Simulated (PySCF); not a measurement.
First hyperpolarisability: SMILES [O-]c1ccco1, [C$_{4}$H$_{3}$O$_{2}$]-, charge -1

Geometry (Å), atoms numbered from 1 in this order:
```xyz
9

O     2.3886   -0.3322    0.2895
C     1.1779   -0.1546    0.1327
C     0.3455    0.9503   -0.1035
C    -0.9959    0.4846   -0.1902
C    -0.9681   -0.8589   -0.0121
O     0.3160   -1.2836    0.1845
H     0.7004    1.9652   -0.1967
H    -1.8856    1.0765   -0.3655
H    -1.7388   -1.6142    0.0026
```

Total charge -1.

The calculation used PySCF, quadratic response CAM-B3LYP/def2-TZVPD first hyperpolarisability, Taylor convention, gas phase. Geometry: PBE0-D3(BJ)/def2-TZVP.

For a gas-phase anion, states above the detachment energy (about 1.0 eV, taken as minus the energy of the highest occupied orbital) lie in the continuum and depend on the basis.

Problem. What is the first hyperpolarisability, and how does it disperse?

Solution. In au, Taylor convention; the vector part is βᵢ = ⅓ Σⱼ (βᵢⱼⱼ + βⱼᵢⱼ + βⱼⱼᵢ):
```
                   process  λ (nm)  β vector norm  β HRS  depolarisation ratio
           static β(0;0,0)       ∞          583.4  235.1                  5.51
second harmonic β(−2ω;ω,ω)    1907          660.6  266.6                  5.72
         Pockels β(−ω;ω,0)    1907          606.8      –                     –
second harmonic β(−2ω;ω,ω)    1064          975.7  399.4                  6.27
         Pockels β(−ω;ω,0)    1064          666.8      –                     –
```

Problem. Which lowest excitations and polarisabilities go with it?

Solution. S1 2.97 eV (f = 0.004); S2 3.50 eV (f = 0.014); S3 3.59 eV (f = 0.001); isotropic α 66.7 au static, 67.1 au at 1907 nm, 68.0 au at 1064 nm, 68.3 au at 953.5 nm, 73.0 au at 532 nm.
